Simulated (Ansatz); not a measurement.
Consider the substitution at a C–O bond: `N/C=C(\O)F` + H–F → `NC=C(F)F` + H₂O.

Program: Ansatz. Geometries: PBE0-D4/def2-TZVP. ΔE: electronic, gas phase. CCSD(T)/CBS is the MP2 limit (def2-TZVPP, def2-QZVPP) plus CCSD(T) − MP2 in def2-TZVPP, frozen cores. This one scheme is used for every species. DFT in def2-TZVPP. HSE06 is defined as in plane-wave codes. Each species was taken in one conformer, which may not be the lowest.

`N/C=C(\O)F`:

Z-matrix (Å, degrees):
```
N
C 1 1.399
H 1 1.010 2 112.2
H 1 1.010 2 112.7 3 124.6
C 2 1.324 1 124.3 3 13.1
H 2 1.082 1 117.2 3 -170.9
F 5 1.343 2 121.7 1 172.7
O 5 1.346 2 124.9 1 -9.1
H 8 0.964 5 109.7 2 129.5
```

H–F:

Z-matrix (Å, degrees):
```
F
H 1 0.920
```

`NC=C(F)F`:

Z-matrix (Å, degrees):
```
N
C 1 1.397
H 1 1.010 2 112.9
H 1 1.010 2 113.2 3 125.8
C 2 1.321 1 124.9 3 -137.8
H 2 1.082 1 117.4 3 47.4
F 5 1.325 2 124.2 1 4.2
F 5 1.319 2 125.0 1 -173.4
```

H₂O:

Cartesian coordinates in Å:
```
O -0.002 0.033 -0.388
H -0.533 0.524 0.243
H 0.535 -0.557 0.145
```

Question: Is it downhill or uphill in electronic energy at CCSD(T)/CBS, and by how much? (Estimate.)

Answer: The calculation gave: Uphill: ΔE = +17.1 kJ/mol.

Question: What do these levels give: BLYP-D4, HSE06-D4, B2PLYP, PBE0, r2SCANh, SCS-MP2/def2-TZVPP? (Estimate.)

Answer: Ansatz gave: BLYP-D4 11.9, HSE06-D4 15.2, B2PLYP 13.6, PBE0 13.8, r2SCANh 11.9, SCS-MP2/def2-TZVPP 17.1 kJ/mol.

Largest T1 diagnostic among the species: 0.012.

Leaving LDA and LC-ωPBE aside and taking each functional with its dispersion term where it has one, the values, not all of them listed here, spread over 8.4 kJ/mol, from B97M-V to PBE-QIDH. LDA lies +4.6 kJ/mol from PBE without D4. In def2-TZVPP, CCSD(T) changes the Hartree–Fock value by +6.9 kJ/mol (the triples alone add +0.9 kJ/mol) and MP2 by +11.1 kJ/mol. From BLYP to BHLYP (50 % exact exchange), in def2-TZVPP and without D4, ΔE moves by +3.6 kJ/mol.
